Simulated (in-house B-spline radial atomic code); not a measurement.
**Removing the outer electron from species of like outer shells: N to Bi**

All numbers come from an all-electron radial atomic-structure program (B-spline basis), all electrons, at the radial basis limit: mean fields, RPA and GW scalar-relativistic (one-electron X2C; non-relativistic for the lightest neutral atoms and singly charged ions), without spin-orbit coupling, Breit or QED terms, open shells spin-polarised at highest spin; Brueckner, CI + MBPT and self-energy runs four-component with Breit and QED terms. References are NIST's ionisation energies. They run between lowest fine-structure levels, which the runs without spin-orbit coupling average over.

Columns: (a) minus the highest LDA VWN5 level; (b) minus the highest PBE0 level; (c) G0W0 on PBE0; (d) minus the highest B3LYP (VWN-RPA) level; (e) minus the highest LC-wPBE level; (f) G0W0 on Hartree-Fock. Each gives computed minus reference, in eV; a star marks a semi-empirical reference. Species are left out where the tabulated value is theory, is uncertain by more than 0.12 eV, or (13 ions, such as In⁴⁺, Te⁴⁺ and Bi⁴⁺) lies off its series for all methods alike, which flatters the means a little.

| species | configuration | reference (eV) | (a) | (b) | (c) | (d) | (e) | (f) |
| --- | --- | --- | --- | --- | --- | --- | --- | --- |
| N | [He] 2s2 2p3 | 14.53 | -6.13 | -4.32 | -0.33 | -4.76 | -1.28 | +0.49 |
| P | [Ne] 3s2 3p3 | 10.49 | -4.20 | -2.97 | -0.04 | -3.38 | -0.19 | +0.42 |
| As | [Ar] 3d10 4s2 4p3 | 9.79 | -3.83 | -2.69 | +0.18 | -3.09 | -0.02 | +0.58 |
| Sb | [Kr] 4d10 5s2 5p3 | 8.61 | -3.08 | -2.08 | +0.55 | -2.46 | +0.45 | +0.93 |
| Bi | [Xe] 4f14 5d10 6s2 6p3 | 7.29 | -1.99 | -1.07 | +1.53 | -1.41 | +1.39 | +1.86 |

**Question.** How do the methods rank over these species?

**Answer.** Mean absolute differences: G0W0 on PBE0 0.52 eV; minus the highest LC-wPBE level 0.67 eV; G0W0 on Hartree-Fock 0.86 eV; minus the highest PBE0 level 2.63 eV; minus the highest B3LYP (VWN-RPA) level 3.02 eV; minus the highest LDA VWN5 level 3.85 eV. One-signed throughout: minus the highest LDA VWN5 level (too low), minus the highest PBE0 level (too low), minus the highest B3LYP (VWN-RPA) level (too low), G0W0 on Hartree-Fock (too high). Levels of semilocal functionals lie too high since their potentials lack the −1/r tail; exact exchange restores part of it.
